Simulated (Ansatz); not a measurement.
`[AlH2][SiH2]P`, relaxed with RKS PBE-D4/def2-SVP in Ansatz 0.2.0 from a rough embedded geometry. The force threshold is 0.03 eV/Å; the program also tests the step.

Total charge 0; spin multiplicity 1.

Start:

```xyz
9

Al   -1.149   -0.608    1.377
Si   -0.335    0.170   -0.628
P     1.806   -0.327   -0.735
H    -1.126   -2.129    1.729
H    -1.827    0.425    2.466
H    -0.528    1.640   -0.719
H    -1.062   -0.472   -1.758
H     2.009    0.570   -1.944
H     2.213    0.731    0.213
```

By how much does the energy fall, and how many steps does the optimiser take? (Best estimate.)

Computed: 0.31 eV, in 4 steps.

Which bonds change most? (Best estimate.)

Computed: Al1–Si2 from 2.300 to 2.462 Å; Si2–P3 from 2.200 to 2.302 Å; P3–H8 from 1.519 to 1.442 Å; Al1–H5 from 1.647 to 1.604 Å.

Give the relaxed structure. (Best estimate.)

Ansatz gave: 
```xyz
9

Al   -1.235   -0.603    1.486
Si   -0.366    0.253   -0.652
P     1.846   -0.344   -0.864
H    -0.998   -2.142    1.868
H    -1.997    0.354    2.523
H    -0.575    1.736   -0.845
H    -1.070   -0.437   -1.799
H     2.117    0.628   -1.895
H     2.278    0.556    0.179
```
